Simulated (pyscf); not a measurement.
This saddle point was located with ωB97X-D3(BJ)/def2-SVP in PySCF.

```xyz
8

C     -1.5446     0.2981    -0.2455
O     -0.4876    -0.4207     0.3581
O      0.1660    -1.1449    -0.6152
H     -2.0832     0.7822     0.5819
H     -2.2205    -0.3782    -0.7936
H     -1.1526     1.0688    -0.9351
H      0.9592    -0.4917    -0.9652
H      1.6464     0.2337    -1.3686
```
Charge 0, spin multiplicity 2.

Surface: doublet, charge 0. Lowest wavenumbers (cm⁻¹): 1725i, 168, 238, 408, 491.

Question: Which two sides does it connect, and which bonds change?

Answer: `[CH3][O][O]` [doublet] + `[H][H]` ⇌ `[CH3][O][OH]` + `[H]` [doublet], a hydrogen abstraction read from left to right: H–H broken and H–O formed. At ωB97M-D3(BJ)/def2-TZVP it lies +1.15 eV from the left side (each side as separated species at their lowest minima found). H₃C–O–O• lies 2.13 eV over its isomer HO–CH•–OH (electronic energy, ωB97M-D3(BJ)/def2-TZVP). H₃C–O–OH lies 2.76 eV over its isomer HO–CH₂–OH (electronic energy, ωB97M-D3(BJ)/def2-TZVP). One saddle was located; it need not be the lowest between these sides. The angle at the transferred H is 173°.
